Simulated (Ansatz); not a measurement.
Compare A (`C1=COCC1`) with its isomer B (`C=C/C=C\O`).

Isolated molecules relaxed with PBE0-D4/def2-TZVP in Ansatz; ΔE leaves out vibrations. CCSD(T)/CBS is the MP2 limit (def2-TZVPP, def2-QZVPP) plus CCSD(T) − MP2 in def2-TZVPP, frozen cores. This one scheme is used for every species. DFT in def2-TZVPP. B3LYP here is the variant with VWN-RPA as its local correlation; programs differ in this. Each species was taken in one conformer, which may not be the lowest.

Q: Which is lower in electronic energy at CCSD(T)/CBS, and by how much? (An estimate is asked.)

A: Computed: A, by 19.7 kJ/mol.

Q: Give E(B) − E(A) in kJ/mol with B2PLYP, MP2/def2-TZVPP, B3LYP-D4, ωB97M-V, B3LYP, CCSD/def2-TZVPP, HF/def2-TZVPP. (Estimate.)

A: The calculation gave: B2PLYP 12.4, MP2/def2-TZVPP 25.0, B3LYP-D4 7.3, ωB97M-V 26.3, B3LYP 4.5, CCSD/def2-TZVPP 24.3, HF/def2-TZVPP 16.5. None reverses the order clearly.

Largest T1 diagnostic: 0.012.

In def2-TZVPP, CCSD(T) changes the Hartree–Fock value by +5.4 kJ/mol (the triples alone add −2.4 kJ/mol) and MP2 by +8.5 kJ/mol. From PBE to PBE0 (25 % exact exchange), in def2-TZVPP and without D4, E(B) − E(A) moves by +12.6 kJ/mol.
